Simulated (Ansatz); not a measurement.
Process, species as SMILES: [SiH3] (SiH3) → [SiH3-] (an electron is taken up)
B3LYP-D3(BJ)/def2-TZVP geometries, fixed; electronic energies without zero-point terms; positive where energy is released.
Largest species:
```
Si
H 1 1.4828
H 1 1.4828 2 111.02
H 1 1.4828 2 111.02 3 124.02
```
Charge 0, spin multiplicity 2.

Basis-set convergence of the adiabatic electron affinity at PBE0 with Ansatz (an electronic-structure program). Cartesian d functions, on some or all atoms, in 6-311G**; all else is spherical. The program fits the integrals of some runs and decomposes those of others, by size. Open shells are unrestricted. No added dispersion term, no relativity. Functions are those of the species that has most. Reference: the value in aug-pcseg-3, 1.258 eV, itself unsure by roughly 0.010 eV (its mean distance from aug-cc-pV(Q+d)Z, def2-QZVPPD). Deviations are taken from unrounded values.

| basis | functions | adiabatic electron affinity (eV) | minus reference (eV) |
|---|---|---|---|
| STO-3G | 12 | -3.569 | -4.827 |
| 3-21G | 19 | 1.001 | -0.257 |
| 6-31G | 19 | 1.087 | -0.170 |
| def2-SV(P) | 24 | 1.035 | -0.223 |
| cc-pV(D+d)Z | 38 | 1.017 | -0.240 |
| 6-311G** | 45 | 1.181 | -0.077 |
| def2-SVPD | 48 | 1.115 | -0.142 |
| aug-cc-pV(D+d)Z | 59 | 1.283 | 0.026 |
| def2-TZVPD | 70 | 1.204 | -0.054 |
| aug-pcseg-2 | 119 | 1.264 | 0.006 |
| cc-pV(Q+d)Z | 154 | 1.201 | -0.057 |
| aug-cc-pV(Q+d)Z | 227 | 1.255 | -0.003 |
| cc-pV(5+d)Z | 265 | 1.222 | -0.036 |

The smallest set listed that lies within 0.1 eV of the reference with all its larger relatives (same family, alike in diffuse functions; a set with none counts only in the reference's own line) is aug-cc-pV(D+d)Z (59 functions, 0.026 eV off). Inside, with no larger relative to test it: 6-311G**. (Relatives not listed, tested too: jun-cc-pV(T+d)Z 0.005, def2-TZVPPD -0.052, aug-cc-pV(T+d)Z 0.006, def2-QZVPPD -0.018, aug-pcseg-3 0.000 eV.)
